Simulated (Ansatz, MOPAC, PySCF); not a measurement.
# How well does each level of theory give the band gap of cubic BN?

Reference value: 6.2 eV (measured, 300 K, not corrected to a static lattice; as tabulated in arXiv:1206.3780).

```json
[
 {"level (code)": "PM3 semi-empirical Hartree-Fock (MOPAC)", "value (eV)": "10.27", "cell (Å³/atom)": "6.84"},
 {"level (code)": "PBE (Ansatz)", "value (eV)": "4.47 (indirect)", "cell (Å³/atom)": "5.91"},
 {"level (code)": "r²SCAN-D4 (Ansatz)", "value (eV)": "…", "cell (Å³/atom)": "5.85"},
 {"level (code)": "Hartree–Fock (Ansatz)", "value (eV)": "13.72 (indirect)", "cell (Å³/atom)": "5.91"},
 {"level (code)": "G0W0@PBE0 (PySCF)", "value (eV)": "6.85 ± 0.1", "cell (Å³/atom)": "5.91"}
]
```

Some entries are withheld; supply them.


- r²SCAN-D4 (Ansatz, a first-principles code), value (eV): 5.01 (indirect)

Differences against the reference: PM3 semi-empirical Hartree-Fock (MOPAC) +4.07 eV, PBE -1.73 eV, r²SCAN-D4 -1.19 eV, Hartree–Fock +7.52 eV, G0W0@PBE0 +0.65 eV.

Leaving aside PM3 semi-empirical Hartree-Fock (MOPAC) (doubt noted below): Once the reference is moved by up to 0.43 eV (a margin picked here for doubts on the reference and the settings, and for temperature and zero-point motion) and values within 0.03 eV count as equal, the nearest can be G0W0@PBE0 (+0.65 eV) or r²SCAN-D4 (-1.19 eV). Among them Hartree–Fock (+7.52 eV) misses by most.

Semilocal Kohn–Sham gaps run low as a rule, and all computed gaps are for a static lattice, while measured ones hold electron–phonon shifts unless said otherwise.  A ± on a computed value is a rough bar: the spread of its extrapolation, a floor set from checks against published values, or a statistical error. PM3 semi-empirical Hartree-Fock (MOPAC): the gap is read on the k mesh or supercell of the run alone and can be too large. PM3 semi-empirical Hartree-Fock (MOPAC): the method was fitted mainly to molecules. PM3 semi-empirical Hartree-Fock (MOPAC): gaps of these semi-empirical methods are Hartree–Fock-like level differences, and their formation enthalpies are fitted 298 K values. Values are at the measured cell; PM3 semi-empirical Hartree-Fock (MOPAC) at the level's own relaxed cell; r²SCAN-D4 at the level's own equilibrium cell. Cutoffs and k meshes differ between the levels. Ansatz's density-functional and Hartree–Fock values are scalar-relativistic unless marked +SOC, with PAW data made under PBE.

Differences are worked out from the printed values.
